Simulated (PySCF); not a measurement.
Compound: C5H6N (charge -1).
Z-matrix (Å and degrees, GFN2-xTB geometry), rows numbered from 1:
```
C 
C   1  1.3373
C   2  1.4887  1  125.35
C   3  1.5069  2  103.47  1   100.43
C   4  1.3540  3  121.16  2    87.52
N   5  1.1742  4  174.10  3   107.20
H   1  1.0812  2  122.62  3  -167.78
H   1  1.0804  2  121.45  3     9.12
H   2  1.0847  1  119.22  3   169.86
H   3  1.0988  2  110.95  1   -19.49
H   3  1.0960  2  111.54  1  -141.00
H   4  1.0874  3  116.16  2   -67.27
```

A calculation gives these core lines: C 1s: 283.91 (area 1), 284.94 (area 1), 285.29 (area 1), 285.60 (area 1), 286.20 (area 1) eV; N 1s: 397.55 eV.

Computed, not measured: PySCF 2.14.0, delta-SCF UKS SCAN, pcX-2 on the ionised atom, pcseg-1 elsewhere, spin-free X2C. Isolated species at its GFN2-xTB geometry (one conformer only).

Assign the C 1s lines to atoms.

283.91 eV: C4 (carbon bonded to 2 C and H); 284.94 eV: C1 (terminal =CH2 carbon); 285.29 eV: C5 (carbon bonded to C and N); 285.60 eV: C2 (alkene CH carbon); 286.20 eV: C3 (allylic carbon). Lowest listed C 1s: C4, bonded to 2 C and H. Highest, 2.29 eV above it: C3, bonded to 2 C and 2 H. Summing the Pauling electronegativity differences to the bonded atoms, each weighted by its formal bond order, gives -0.35 for the lowest site and -0.70 for the highest; the largest sum, +1.47, belongs to C5, 0.91 eV below the top. The smallest sum, -0.70, belongs to C1, 1.03 eV above the lowest.

Bonded neighbours of each site: C1: C (double bond) and 2 H; C2: C (double bond), C and H; C3: 2 C and 2 H; C4: 2 C and H; C5: N (triple bond) and C; N6: C (triple bond).

Which photon wavelength matches the C 1s of C5 threshold?

λ = hc/E = 12398.42 eV Å / 285.29 eV = 43.459 Å.

The species carries charge -1, so core ionisation leaves a neutral species. The basis sets have no added diffuse functions.
